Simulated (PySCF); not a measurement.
**Spin-rotation constants: SMILES O=S=O, O₂S**

Molfile (atoms numbered from 1):
```
O2S
     RDKit          3D

  3  2  0  0  0  0  0  0  0  0999 V2000
   -1.2235    0.3116    0.0176 O   0  0  0  0  0  0  0  0  0  0  0  0
   -0.0092   -0.4889    0.0087 S   0  0  0  0  0  4  0  0  0  0  0  0
    1.2753    0.1929    0.0210 O   0  0  0  0  0  0  0  0  0  0  0  0
  1  2  2  0
  2  3  2  0
M  END
```

Computed with GIAO B3LYP/cc-pVTZ magnetisability, rotational g tensor and spin-rotation constants, non-relativistic, gas phase in PySCF 2.14.0. Geometry: PBE0-D3(BJ)/def2-SVP.

(1) Give the nuclear spin-rotation constants along the inertial axes (H = +C I·J) beside the isotropic shieldings.

Answers

(1) Rotational constants 57.3847, 10.0970, 8.5862 GHz. A star marks the isotopologue with that one atom substituted, in its own axes.
| atom | isotope | Caa (kHz) | Cbb (kHz) | Ccc (kHz) | mean (kHz) | σ (ppm) |
| --- | --- | --- | --- | --- | --- | --- |
| O1 | 17O* | -53.833 | -6.372 | -2.036 | -20.747 | -350.2 |
| S2 | 33S* | 42.996 | 6.121 | 4.163 | 17.760 | -273.6 |

For the geometry as given, no vibrational averaging.
